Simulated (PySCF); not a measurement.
# SiC⁻: a composite coupled-cluster calculation

State: ²Σ⁺, doublet, unpaired electrons σ ↑. De refers to Si⁻ + C. ROHF-based CCSD(T) in PySCF 2.14 with Si aug-cc-pV(D+d)Z, C aug-cc-pVDZ and Si aug-cc-pV(T+d)Z, C aug-cc-pVTZ (frozen core orbitals: 6; no relativity). Correlation energies are extrapolated as n⁻³ (n = 2, 3), Hartree–Fock as (n+1)·exp(−9√n). CV is the change on freezing 1 orbitals instead, in Si cc-pwCVTZ, C cc-pwCVTZ. SR is the spin-free X2C energy in Si cc-pVTZ-DK, C cc-pVTZ-DK less the non-relativistic one in Si cc-pVTZ, C cc-pVTZ.

| Level | Re (Å) | ωe (cm⁻¹) | ωexe (cm⁻¹) | αe (cm⁻¹) | De (eV) |
| --- | --- | --- | --- | --- | --- |
| CCSD(T)/DZ | 1.7148 | 973.5 | 6.02 | 0.00561 | 4.767 |
| CCSD(T)/TZ | 1.6968 | 999.5 | 5.82 | 0.00558 | 5.148 |
| HF/CBS | 1.6386 | 1168.3 | 5.44 | 0.00495 | 2.175 |
| MP2/CBS | 1.7080 | 941.8 | 5.52 | 0.00608 | 5.515 |
| CCSD/CBS | 1.6759 | 1054.5 | 5.51 | 0.00529 | 4.822 |
| CCSD(T)/CBS | 1.6923 | 1007.3 | 5.78 | 0.00556 | 5.272 |
| CCSD(T)/CBS+CV | 1.6868 | 1013.6 | 5.79 | 0.00558 | 5.309 |
| CCSD(T)/CBS+CV+SR | 1.6864 | 1012.7 | 5.79 | 0.00559 | 5.303 |

How much is left between CCSD(T)/TZ and the basis-set limit, and how much do the triples give at the limit?

CCSD(T)/CBS less CCSD(T)/TZ: -4.5 mÅ in Re, +7.8 cm⁻¹ in ωe and +0.124 eV in De. CCSD(T)/CBS less CCSD/CBS: +16.4 mÅ in Re, -47.2 cm⁻¹ in ωe and +0.450 eV in De.

What do the later terms add?

CV: -5.5 mÅ in Re, +6.3 cm⁻¹ in ωe and +0.037 eV in De; SR: -0.4 mÅ in Re, -0.9 cm⁻¹ in ωe and -0.006 eV in De, each against the row above.

The T1 diagnostic is 0.052, large enough to doubt a single reference. The state was picked by a PBE0 search and need not be the measured ground state. Spin–orbit coupling, excitations beyond (T) and corrections to the Born–Oppenheimer picture are left out.

The whole job (state search and all basis sets along the bond) took about 27 min on 4 threads of Intel Xeon Platinum 8259CL @ 2.50GHz (shared host), peak memory 6.2 GiB.
